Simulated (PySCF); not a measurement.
Gas-phase reaction: 2 BH3 + BCl = BH2Cl + 2 BH2

Computed with PySCF (xtb for GFN2) and rigid-rotor harmonic-oscillator thermochemistry at 1 bar. S°(298 K) at PBE0/def2-TZVP differs from the NASA 1993 table for BH2 (+14 J/mol/K); whether the harmonic model or the table's entry is off was not settled. † marks an energy on the PBE0/def2-TZVP geometry and frequencies; other levels use their own. 6-31G* has spherical d functions here. Open shells (unrestricted): BH2 (multiplicity 2); the rest are closed-shell singlets. GFN2 has no spin-polarisation term. B3LYP is the form with VWN-RPA correlation. BH2Cl: computed as isolated molecules; such fragments, hydroxides, amides, oligomers or adducts are transient or little studied in the gas. The harmonic model lacks anharmonicity and excited electronic states, which grow with temperature; levels with a mode under 35 cm⁻¹ are left out.

```csv
level,"ΔE electronic, kJ","ΔH°(298 K), kJ","ΔS°(298 K), J/K","ΔG°(800 K), kJ"
B3LYP/6-31G*,171,162,33,134
BLYP/def2-TZVP†,178,168,33,141
GFN2-xTB,255,243,34,214
PBE0/def2-TZVP,155,146,33,118
ωB97X-V/def2-TZVP†,184,174,33,146
```
ΔH° is lowest at PBE0/def2-TZVP and highest at GFN2-xTB. No reference value is set beside these.
